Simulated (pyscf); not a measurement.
Optimised with ωB97X-D3(BJ)/def2-SVP in PySCF.

SMILES: N[Si](N)(Cl)Cl
```xyz
9

N     -0.8715    -1.9779    -1.4260
Si    -0.2898    -1.0256    -0.1413
N      0.8732     0.0743    -0.7188
Cl    -1.6865     0.1450     0.8336
Cl     0.3612    -2.3855     1.2723
H     -1.2351    -1.5394    -2.2653
H     -1.2840    -2.8868    -1.2489
H      1.0722     0.9289    -0.2112
H      1.6667    -0.2549    -1.2581
```

Question: List the bond dissociation enthalpies at 298 K of H₂N–Si(NH₂)(Cl)–Cl from ωB97M-D3(BJ)/def2-TZVP, from the weakest bond up.

Answer: H–N to •HN–Si(NH₂)(Cl)–Cl + H•: 112.5 kcal/mol; N–Si to NH₂• + H₂N–Si•(Cl)–Cl: 113.2 kcal/mol; Cl–Si to H₂N–Si•(NH₂)–Cl + Cl•: 117.6 kcal/mol. Ring and multiple bonds, and those that leave no two simple radicals, are not listed. Other isomers of H₂N–Si•(Cl)–Cl, •HN–Si(NH₂)(Cl)–Cl, H₂N–Si•(NH₂)–Cl were not searched in full and may lie lower. Left out: the spin-orbit lowering of Cl.
